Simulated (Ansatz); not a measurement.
Basis-set extrapolation for C6H14, SMILES `CCCC(C)C` (PBE0-D4/def2-TZVP geometry, frozen core, Ansatz). Multiplicity 1, RHF reference.

|  | def2-TZVPP | def2-QZVPP |
| --- | --- | --- |
| HF | -235.450104 | -235.461400 |
| MP2 correlation | -1.069829 | -1.135402 |
| CCSD(T) correlation | -1.184750 | not run |

Energies in hartree. Use E(X) = E(∞) + A·exp(−7.88·√X) for Hartree–Fock and E(X) = E(∞) + B·X^(−2.97) for correlation, with X = 3 and 4, and add CCSD(T) minus MP2 of the smaller set to the MP2 limit.

Q: What is the CCSD(T) energy at the basis-set limit?

A: HF limit: -235.461400 + (-0.011296) × 0.13774 = -235.46296. MP2 limit: -1.135402 + (-0.065573) × 0.74074 = -1.18397. Higher-order term: -1.184750 − (-1.069829) = -0.11492. Total: -236.76185 hartree, 79.7 kcal/mol below CCSD(T)/def2-TZVPP.
